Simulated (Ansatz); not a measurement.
Wavefunction methods compared: CH3, doublet

Computed with Ansatz's Gaussian-basis code (development build); BCCD by scripts on PySCF. Nonrelativistic, STO-3G, 1 core orbital frozen. Perturbation and coupled-cluster methods stand on the Hartree–Fock determinant that coupled cluster favours; RHF here means ROHF, with semicanonical perturbation theory. The state met can differ between shapes. A minimal or small basis: far from the basis limit. The unrestricted determinant is a mixture of spins, so it may stand for another state.

Shape A. A bond is stretched, to 2.72 times the sum of the covalent radii.

```xyz
4

C     0.0000    0.0000    0.0000
H     0.0000    2.9133    0.0000
H     0.9340   -0.5400    0.0000
H    -0.9340   -0.5400    0.0000
```

Shape B:

```
atom    x (Å)    y (Å)   z (Å)
   C   0.0000   0.0000  0.0000
   H   0.0000   1.2085  0.0000
   H   0.9340  -0.5400  0.0000
   H  -0.9340  -0.5400  0.0000
```

Shape C. A bond is stretched, to 2.04 times the sum of the covalent radii.

| atom | x (Å) | y (Å) | z (Å) |
| --- | --- | --- | --- |
| C | 0.0000 | 0.0000 | 0.0000 |
| H | 0.0000 | 2.1796 | 0.0000 |
| H | 0.9340 | -0.5400 | 0.0000 |
| H | -0.9340 | -0.5400 | 0.0000 |

Correlation energy of CCSD(T), then each method's total less that of CCSD(T), in eV:

```json
{"case": "A UHF", "E corr CCSD(T)": "-1.024", "CCSD": "+0.004", "BCCD": "+0.004", "BCCD(T)": "-0.001", "determinant": "⟨S²⟩ = 1.757"}
{"case": "B RHF", "E corr CCSD(T)": "-1.847", "CCSD": "+0.004", "BCCD": "+0.004", "BCCD(T)": "0.000", "determinant": "–"}
{"case": "C RHF", "E corr CCSD(T)": "-4.887", "CCSD": "+0.048", "BCCD": "+0.042", "BCCD(T)": "+0.003", "determinant": "0.98 eV over the lowest such Hartree–Fock solution met"}
{"case": "C UHF", "E corr CCSD(T)": "-1.358", "CCSD": "+0.020", "BCCD": "+0.017", "BCCD(T)": "-0.008", "determinant": "⟨S²⟩ = 1.657"}
```

Task: How far does full CI lie from CCSD(T) in each case, and where is CCSD(T) within 1 kcal/mol (0.043 eV)?

Result: A UHF: -0.018 eV (within, spin-contaminated determinant); B RHF: -0.002 eV (within); C RHF: +0.001 eV (within); C UHF: -0.030 eV (within, spin-contaminated determinant).

Several Brueckner solutions were met.
